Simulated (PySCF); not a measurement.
# Al–CH2⁺, triplet: the ladder up to RCCSDT

Geometry: that of the Al–CH2, quartet, kept fixed.

```tsv
atom	x (Å)	y (Å)	z (Å)
Al	0.0000	0.0000	0.6950
C	0.0000	0.0000	-1.2528
H	0.0000	0.9163	-1.8387
H	0.0000	-0.9163	-1.8387
```

Basis 6-31G; PySCF 2.14.0. Correlated methods freeze the noble-gas cores, which leaves 8 electrons in 20 orbitals. Prefix R: restricted or restricted open-shell reference; prefix U: unrestricted.

Full CI isn't at hand for all of this; RCCSDT serves as the reference. It lacks quadruple excitations, which often exceed the step from CCSD(T) to CCSDT. The frozen core follows each run's orbitals, which can shift R against U totals by a few meV.

The UHF ⟨S²⟩ is 2.033 and the T1 diagnostic (ROHF- or RHF-based CCSD) is 0.0354. The largest doubles amplitude (ROHF- or RHF-based CCSD) is 0.064 and the T1 diagnostic (UCCSD) is 0.0248.

```
   level  E − E(RCCSDT) (kJ/mol)  share of correlation (%)  wall time
     RHF                   306.3                      0.00          –
     UHF                   289.2                      5.58          –
    RMP2                    67.9                     77.84          –
    UMP2                    66.6                     78.26          –
   RCCSD                     8.4                     97.25          –
   UCCSD                     7.4                     97.59          –
RCCSD(T)                     1.5                     99.51     0.38 s
UCCSD(T)                     1.4                     99.55     0.24 s
  UCCSDT                    -0.1                    100.04        6 s
```

The correlation energy at RCCSDT, counted from RHF, is -3.175 eV. That run took 5.9 s on 1 thread of Intel Xeon, shared host.

Times are those of the correlated step on a shared host, with one SCF added for the restricted CCSD run; they ran on 1 thread of Intel Xeon.
